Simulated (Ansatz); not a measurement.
# SiF+ (quintet): from Hartree-Fock to the top rungs, cc-pVDZ

Aim: climb from Hartree-Fock through coupled cluster for SiF+ (quintet) at one geometry and basis, and see what each rung misses.

Method: cc-pVDZ, core rule «outside noble gas», up to 6 orbitals frozen; program: Ansatz 0.2.0, Gaussian basis.

Plan: UHF; CCSD(T) on ROHF; CCSD(T) on UHF; BCCD(T) on ROHF; CISD; CCSDT(Q) on ROHF; CCSDT(Q) on UHF.

21 further runs of the same task are left out: 7 for a known fault of the program, 5 that didn't finish, 9 set aside as unsound or not needed.

## 1. The system

The geometry is a PBE0/def2-TZVP stationary point (not a proven minimum) of the parent state, kept for this charge and spin.

2 atoms, charge 1, spin multiplicity 5.

Atoms are counted from 1 here; the program's logs count them from 0.

Bond lengths: Si1–F2 1.555 Å.

## 2. UHF

Input file in.yaml:

```yaml
crystal:
  periodic: [false, false, false]
  atoms:
    - {symbol: Si, position_ang: [0.000000, 0.000000, 0.000000]}
    - {symbol: F, position_ang: [0.000000, 0.000000, 1.554800]}
basis:
  gaussian: {orbitals: cc-pVDZ}
total_charge: 1
magnetization: {spin_polarized: true, initial_magnetization: 4}
hamiltonian: {xc: hf}
output: {orbitals: {seedname: orbitals}}
```

Command:

```sh
$ ansatz run in.yaml --threads 1 --pin off --events-out ev --progress --plain --max-ram 2393MiB
```

Further steps of the session: CCSD(T) on ROHF; CCSD(T) on UHF; BCCD(T) on ROHF; CISD; CCSDT(Q) on ROHF; CCSDT(Q) on UHF.

Q: Predict the results of all the runs planned. Wanted: UCCSDT(Q) below the RHF energy; RMP2 from UCCSDT(Q); UMP2 from UCCSDT(Q); RCCSD from UCCSDT(Q); RCCSD(T) from UCCSDT(Q); UCCSD(T) from UCCSDT(Q); RCCSDT(Q) from UCCSDT(Q); T1 diagnostic.

The runs gave:

| quantity | value |
| --- | --- |
| UCCSDT(Q) below the RHF energy | -4.8941 eV |
| RMP2 from UCCSDT(Q) | +504.8 meV |
| UMP2 from UCCSDT(Q) | +506.7 meV |
| RCCSD from UCCSDT(Q) | +67.2 meV |
| RCCSD(T) from UCCSDT(Q) | +11.3 meV |
| UCCSD(T) from UCCSDT(Q) | +9.9 meV |
| RCCSDT(Q) from UCCSDT(Q) | +1.7 meV |
| levels within 1 kcal/mol (43 meV) | RCCSD(T), UCCSD(T), BCCD(T), RCCSDT, UCCSDT, RCCSDT(Q) |
| T1 diagnostic | 0.012 |

What this shows: RCCSD(T) misses by +11.3 meV, 0.2 % of the correlation energy. These misses are within one basis, not against nature; the frozen cores of restricted and unrestricted runs differ, which can shift their rows.
